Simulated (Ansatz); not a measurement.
Molecular dynamics of C2H3N + CH4O

input.yaml

```yaml
crystal:
  periodic: [false, false, false]
  atoms:
    - { symbol: C, position_ang: [-0.164276, -0.286728, -2.999122] }
    - { symbol: O, position_ang: [0.27046, 0.915685, -2.442677] }
    - { symbol: H, position_ang: [-0.154836, -0.172009, -4.075382] }
    - { symbol: H, position_ang: [-1.177747, -0.538844, -2.69283] }
    - { symbol: H, position_ang: [0.487321, -1.119063, -2.739982] }
    - { symbol: H, position_ang: [0.269362, 0.834443, -1.497158] }
    - { symbol: C, position_ang: [0.064955, 0.003558, 3.233337] }
    - { symbol: C, position_ang: [0.104263, 0.17335, 1.776094] }
    - { symbol: "N", position_ang: [0.134777, 0.304948, 0.650408] }
    - { symbol: H, position_ang: [0.595848, -0.897515, 3.510566] }
    - { symbol: H, position_ang: [0.532172, 0.853839, 3.712248] }
    - { symbol: H, position_ang: [-0.962299, -0.071762, 3.564598] }
basis:
  gaussian: { orbitals: "6-31G*" }
hamiltonian:
  xc: hf
md:
  timestep: 0.25
  n_steps: 300
  ensemble: nvt_nose_hoover
  temperature: 200.0
  initial_velocities: maxwell_boltzmann
  seed: 294055
  nose_hoover: { tau: 50.0, chain_length: 1 }
```

Launched with:

```bash
$ ansatz run input.yaml --threads 1 --pin off --max-ram 2048MiB --backend cpu --events-out ev --progress --plain --runs-dir out
```

It starts from a relaxed structure.

Output, in part (step lines, the closing report, with atoms numbered from 0):

```
md step     0: t =     0.00 fs  T =   200.0 K  F+E_penalty+E_count = -6720.39708641 eV  E_kin = 0.258520 eV  conserved = -6720.13856642 eV  (38 SCF iters)
md step     1: t =     0.25 fs  T =   198.1 K  F+E_penalty+E_count = -6720.39460901 eV  E_kin = 0.256055 eV  conserved = -6720.13855423 eV  (28 SCF iters)
md step     2: t =     0.50 fs  T =   192.5 K  F+E_penalty+E_count = -6720.38732818 eV  E_kin = 0.248811 eV  conserved = -6720.13851734 eV  (28 SCF iters)
md step     3: t =     0.75 fs  T =   183.6 K  F+E_penalty+E_count = -6720.37583404 eV  E_kin = 0.237376 eV  conserved = -6720.13845883 eV  (28 SCF iters)
md step     4: t =     1.00 fs  T =   172.3 K  F+E_penalty+E_count = -6720.36106029 eV  E_kin = 0.222679 eV  conserved = -6720.13838382 eV  (28 SCF iters)
md step     5: t =     1.25 fs  T =   159.3 K  F+E_penalty+E_count = -6720.34420152 eV  E_kin = 0.205908 eV  conserved = -6720.13829929 eV  (28 SCF iters)
md step     6: t =     1.50 fs  T =   145.8 K  F+E_penalty+E_count = -6720.32660309 eV  E_kin = 0.188400 eV  conserved = -6720.13821322 eV  (28 SCF iters)
md step     7: t =     1.75 fs  T =   132.7 K  F+E_penalty+E_count = -6720.30963336 eV  E_kin = 0.171516 eV  conserved = -6720.13813407 eV  (28 SCF iters)
[... lines left out ...]
md step   297: t =    74.25 fs  T =   131.2 K  F+E_penalty+E_count = -6720.17104111 eV  E_kin = 0.169575 eV  conserved = -6720.13794370 eV  (28 SCF iters)
md step   298: t =    74.50 fs  T =   140.8 K  F+E_penalty+E_count = -6720.18258360 eV  E_kin = 0.182013 eV  conserved = -6720.13801451 eV  (29 SCF iters)
md step   299: t =    74.75 fs  T =   151.4 K  F+E_penalty+E_count = -6720.19535830 eV  E_kin = 0.195753 eV  conserved = -6720.13809014 eV  (29 SCF iters)
md step   300: t =    75.00 fs  T =   162.1 K  F+E_penalty+E_count = -6720.20814530 eV  E_kin = 0.209587 eV  conserved = -6720.13816262 eV  (39 SCF iters)
Total energy: -6720.20814530 eV, -246.9630942192 hartree
Atom 0 at    -0.205685    -0.268773    -3.010656 Å, force     0.555063    -1.147985    -1.388199 eV/Å
Atom 1 at     0.256896     1.021821    -2.869932 Å, force    -0.026123     0.925589    -0.724964 eV/Å
Atom 2 at    -0.400209    -0.502985    -4.097103 Å, force    -0.052868     0.757202     1.339946 eV/Å
Atom 3 at    -1.100275    -0.436089    -2.427574 Å, force    -0.101449    -0.303724     0.006776 eV/Å
Atom 4 at     0.592999    -0.964624    -2.745762 Å, force    -0.426781    -0.208383     0.371165 eV/Å
Atom 5 at     0.400005     1.209365    -1.959965 Å, force     0.051658    -0.066529     0.475970 eV/Å
Atom 6 at    -0.042549     0.021083     3.416774 Å, force    -0.540853     0.440642    -1.068204 eV/Å
Atom 7 at     0.137639     0.100895     1.950799 Å, force     0.163941     0.023197    -0.705227 eV/Å
Atom 8 at     0.276978     0.181043     0.820829 Å, force    -0.138637    -0.048275     0.937248 eV/Å
Atom 9 at     0.523070    -0.778758     3.817644 Å, force     0.398087    -0.740899     0.321636 eV/Å
Atom 10 at     0.282386     0.939073     3.849092 Å, force     0.251120     0.547781     0.312875 eV/Å
Atom 11 at    -1.092158    -0.099144     3.628931 Å, force    -0.133156    -0.178617     0.120978 eV/Å
Dipole moment:    -0.156349    -0.278240     1.229728 e Å
```

The steps, from the saved trajectory:

| time (fs) | T (K) | potential energy less start (eV) | conserved less start (meV/atom) |
| --- | --- | --- | --- |
| 0 | 200 | 0.000 | 0.00 |
| 2.5 | 105 | 0.123 | 0.05 |
| 5 | 129 | 0.092 | 0.01 |
| 7.5 | 80 | 0.156 | 0.05 |
| 10 | 175 | 0.034 | 0.00 |
| 12.5 | 113 | 0.117 | 0.04 |
| 15 | 138 | 0.085 | 0.01 |
| 17.5 | 77 | 0.167 | 0.05 |
| 20 | 159 | 0.062 | 0.01 |
| 22.5 | 101 | 0.141 | 0.04 |
| 25 | 138 | 0.095 | 0.01 |
| 27.5 | 87 | 0.164 | 0.05 |
| 30 | 160 | 0.073 | 0.01 |
| 32.5 | 113 | 0.138 | 0.04 |
| 35 | 131 | 0.118 | 0.02 |
| 37.5 | 88 | 0.178 | 0.04 |
| 40 | 157 | 0.092 | 0.01 |
| 42.5 | 129 | 0.136 | 0.04 |
| 45 | 138 | 0.129 | 0.02 |
| 47.5 | 83 | 0.206 | 0.04 |
| 50 | 138 | 0.139 | 0.02 |
| 52.5 | 131 | 0.157 | 0.04 |
| 55 | 143 | 0.146 | 0.02 |
| 57.5 | 102 | 0.208 | 0.04 |
| 60 | 124 | 0.185 | 0.03 |
| 62.5 | 122 | 0.196 | 0.04 |
| 65 | 151 | 0.166 | 0.03 |
| 67.5 | 126 | 0.208 | 0.04 |
| 70 | 145 | 0.191 | 0.03 |
| 72.5 | 136 | 0.214 | 0.05 |
| 75 | 162 | 0.189 | 0.03 |

All steps were run. The conserved energy stayed within 0.061 meV per atom of its start (net change 0.034 meV per atom), so the integration is sound. The mean temperature of the second half is 36 % below the set value. A run of 0.075 ps of so small a system gives no equilibrium averages.

The same pairs are bonded in the first frame and the last. Pairs count as bonded within 1.25 times the sum of covalent radii (0.12 Å more for H–H).

Last frame:

```xyz
12
Properties=species:S:1:pos:R:3
C -0.206 -0.269 -3.011
O 0.257 1.022 -2.870
H -0.400 -0.503 -4.097
H -1.100 -0.436 -2.428
H 0.593 -0.965 -2.746
H 0.400 1.209 -1.960
C -0.043 0.021 3.417
C 0.138 0.101 1.951
N 0.277 0.181 0.821
H 0.523 -0.779 3.818
H 0.282 0.939 3.849
H -1.092 -0.099 3.629
```

Run time: 7 min on 1 thread of Arm Neoverse V1 (shared host), peak memory 0.16 GiB.
